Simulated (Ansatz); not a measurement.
in.yaml

```yaml
crystal:
  periodic: [false, false, false]
  atoms:
    - {symbol: N, position_ang: [-1.814851, -0.010862, -0.016905]}
    - {symbol: H, position_ang: [-2.112131, 0.956972, -0.016905]}
    - {symbol: H, position_ang: [-2.112130, -0.413161, 0.863355]}
    - {symbol: H, position_ang: [-0.669851, -0.010861, -0.016905]}
    - {symbol: Cl, position_ang: [0.856149, -0.010861, -0.016905]}
basis:
  gaussian: {orbitals: STO-3G}
magnetization: {spin_polarized: false, initial_magnetization: 1}
correlation: {method: bccd, electrons: outside_noble_gas}
scf: {lower_state_search: off}
output: {forces: true}
```

```sh
$ ansatz run in.yaml --threads 1 --pin off --events-out ev --progress --plain --max-ram 2393MiB
```

Problem. Roughly how long does this take on 1 thread of AMD EPYC 9R45, shared host, and how much host memory?

Solution. 0.21 s wall and 0.17 GiB.

```
these checks for a lower state are left out or cut short: starts, cluster_reference, orbital_swaps, neighbouring_geometries, increment
197 factors; integrals over basis functions are off by at most 2.4e-5 eV
mean field evaluation 1: about -13875.6188 eV, gradient 1.2e1 eV
mean field evaluation 2: about -13875.6675 eV, gradient 1.2e1 eV
mean field evaluation 4: about -13876.2945 eV, gradient 7.3e0 eV
mean field evaluation 8: about -13876.5930 eV, gradient 3.6e-1 eV
mean field evaluation 16: about -13876.6010 eV, gradient 5.6e-6 eV
mean field -13876.60099194 eV, -509.9556805557 hartree, gradient 5.6e-6 eV, S^2 0.750000; 0 other end points of the search recorded, 0 dependent functions left out
6 core orbitals not correlated: weight in the atoms' cores, before any rotation towards them, 1.000 or more for the frozen orbitals, at most 0.000 for the correlated occupied ones
reference -13876.60099194 eV, -509.9556805557 hartree; 8, 7 occupied and 3, 4 virtual orbitals, 197 factors
second order -1.51783639 eV of doubles, -0.06903251 eV of singles
cycle   1  -1.96684487 eV  change   -3.8e-1 eV  update   6.6e-2
cycle   2  -2.21930950 eV  change   -2.5e-1 eV  update   4.1e-2
cycle   3  -2.27091576 eV  change   -5.2e-2 eV  update   2.7e-2
cycle   4  -2.27993334 eV  change   -9.0e-3 eV  update   1.8e-2
cycle   5  -2.28575062 eV  change   -5.8e-3 eV  update   1.0e-2
cycle   6  -2.27940455 eV  change    6.3e-3 eV  update   4.4e-3
cycle   7  -2.28381282 eV  change   -4.4e-3 eV  update   2.0e-3
cycle   8  -2.28269975 eV  change    1.1e-3 eV  update   1.2e-3
cycle   9  -2.28271338 eV  change   -1.4e-5 eV  update   8.9e-4
cycle  10  -2.28351117 eV  change   -8.0e-4 eV  update   5.8e-4
cycle  11  -2.28324756 eV  change    2.6e-4 eV  update   3.0e-4
cycle  12  -2.28325642 eV  change   -8.9e-6 eV  update   1.1e-4
cycle  13  -2.28316762 eV  change    8.9e-5 eV  update   4.0e-5
cycle  14  -2.28312758 eV  change    4.0e-5 eV  update   1.3e-5
cycle  15  -2.28312074 eV  change    6.8e-6 eV  update   5.8e-6
cycle  16  -2.28312101 eV  change   -2.7e-7 eV  update   3.0e-6
cycle  17  -2.28312301 eV  change   -2.0e-6 eV  update   1.2e-6
cycle  18  -2.28312300 eV  change    1.0e-8 eV  update   3.4e-7
the calculation of the forces begins
Total energy: -13878.88411494 eV, -510.0395837785 hartree
Atom 0 at    -1.814851    -0.010862    -0.016905 Å, force     0.107492    -1.988235    -3.094706 eV/Å
Atom 1 at    -2.112131     0.956972    -0.016905 Å, force    -0.840860     2.938184     0.421395 eV/Å
Atom 2 at    -2.112130    -0.413161     0.863355 Å, force    -0.840858    -0.838049     2.847486 eV/Å
Atom 3 at    -0.669851    -0.010861    -0.016905 Å, force     0.074928    -0.293369    -0.456631 eV/Å
Atom 4 at     0.856149    -0.010861    -0.016905 Å, force     1.499298     0.181468     0.282456 eV/Å
Dipole moment:    -0.635028     0.187309     0.291548 e Å
Checks for a lower state left out: starts, cluster_reference, orbital_swaps, neighbouring_geometries, increment
```

Forces (eV/Å):
```
N    0.107 -1.988 -3.095
H   -0.841  2.938  0.421
H   -0.841 -0.838  2.847
H    0.075 -0.293 -0.457
Cl   1.499  0.181  0.282
```
